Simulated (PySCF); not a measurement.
# AsFH4: the cost of one run

Programs: PySCF 2.14.0. All values are calculated, for the isolated system unless a continuum is named. Atoms count from 0, parts from 1.

## Step 1: The system as given

6 atoms, charge 0, multiplicity 1; geometry: GFN2-xTB. Parts: 1 = atoms 0–1, `F`, charge 0; 2 = atoms 2–5, `[AsH3]`, charge 0.

## Step 2: Relaxing the molecule at PBE0-D3(BJ)/def2-TZVPD

What the job is given:

```
{"job": {"xc": "PBE0", "basis": "def2-TZVPD", "d3": "d3bj", "grid": 3, "kind": "geom", "shake": 0.01}, "charge": 0, "multiplicity": 1, "parts": [{"atoms": "0-1", "charge": 0, "multiplicity": 1}, {"atoms": "2-5", "charge": 0, "multiplicity": 1}]}
F      0.236342     0.387080    -0.008321
H     -0.443454    -0.061566    -0.493023
As    -0.448476    -0.111803     2.735996
H     -1.674758     0.451929     2.196721
H     -1.178291    -0.581365     3.945189
H     -0.756353    -1.410317     2.076514
```

Started as:

```bash
$ OMP_NUM_THREADS=1 python cluster_run.py task.json out
```

The driver reads the jobs from task.json and runs them one after another.

**Question.** How long does this first job take on 1 thread of Arm Neoverse V1, shared host, and how much memory does it need?

About 43 s, with a peak of 0.58 GiB.
